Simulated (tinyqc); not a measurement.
Inside a calculation. Method: RKS/LDA (VWN5) in the sto-3g basis, for H2O, spin multiplicity 1. Computed by tinyqc, a small Python program that keeps every step (integrals from PySCF). Settings: charge = 0, multiplicity = 1, basis = sto-3g, energy threshold = 1e-08, iteration cap = 87, orthogonalisation = symmetric, start = random, DIIS depth = 0, method = RKS, functional = lda,vwn, grid = [10, 26]. Command: `OMP_NUM_THREADS=1 python tinyqc.py 27335 27336 out.jsonl` (the two numbers bound the seeds that draw the settings). One thread of a shared host (Intel(R) Xeon(R) Processor @ 2.60GHz), about 0.6 s of CPU time with the checks.

Geometry (angstrom):
```
atom         x          y         z
O     0.000000   0.000000  0.000000
H     0.000000   0.931000  0.915000
H     0.000000  -0.931000  0.915000
```

Stop when the energy changes by less than 1e-08 hartree and every element of the error matrix X^T (F D S - S D F) X is below 3e-05.

Course of the cycle:
```
iteration   E (hartree)     change  largest element of the error matrix
1          -61.90273565          -                             1.48e+01
2          -74.06340263  -1.22e+01                             4.20e-01
3          -73.59075121   4.73e-01                             6.60e-01
4          -73.41769290   1.73e-01                             5.11e-01
5          -73.09369079   3.24e-01                             6.12e-01
6          -73.31694173  -2.23e-01                             4.84e-01
7          -73.08859496   2.28e-01                             6.11e-01
8          -73.31623831  -2.28e-01                             4.84e-01
9          -73.08859588   2.28e-01                             6.11e-01
10         -73.31623750  -2.28e-01                             4.84e-01
11         -73.08859597   2.28e-01                             6.11e-01
12         -73.31623750  -2.28e-01                             4.84e-01
13         -73.08859597   2.28e-01                             6.11e-01
14         -73.31623750  -2.28e-01                             4.84e-01
...                 ...        ...                                  ...
74         -73.31623750  -2.28e-01                             4.84e-01
75         -73.08859597   2.28e-01                             6.11e-01
76         -73.31623750  -2.28e-01                             4.84e-01
77         -73.08859597   2.28e-01                             6.11e-01
78         -73.31623750  -2.28e-01                             4.84e-01
79         -73.08859597   2.28e-01                             6.11e-01
80         -73.31623750  -2.28e-01                             4.84e-01
81         -73.08859597   2.28e-01                             6.11e-01
82         -73.31623750  -2.28e-01                             4.84e-01
83         -73.08859597   2.28e-01                             6.11e-01
84         -73.31623750  -2.28e-01                             4.84e-01
85         -73.08859597   2.28e-01                             6.11e-01
86         -73.31623750  -2.28e-01                             4.84e-01
87         -73.08859597   2.28e-01                             6.11e-01
```

Can the last value be used, and what does the course show?

Not by the stop rule. Not converged within the cap of 87 iterations: the residual has stopped falling: the iteration swings between two states. Reruns (cap 100 unless said): DIIS 8: converged in 10; damping 0.5: converged in 44; level shift 0.5: converged in 22; atomic densities as start, DIIS 8: converged in 8; the original settings with a cap of 400: not converged. PySCF RKS in the same basis, fine grid = -74.66779016 hartree, which differs from a converged run on this coarse grid by the grid error.
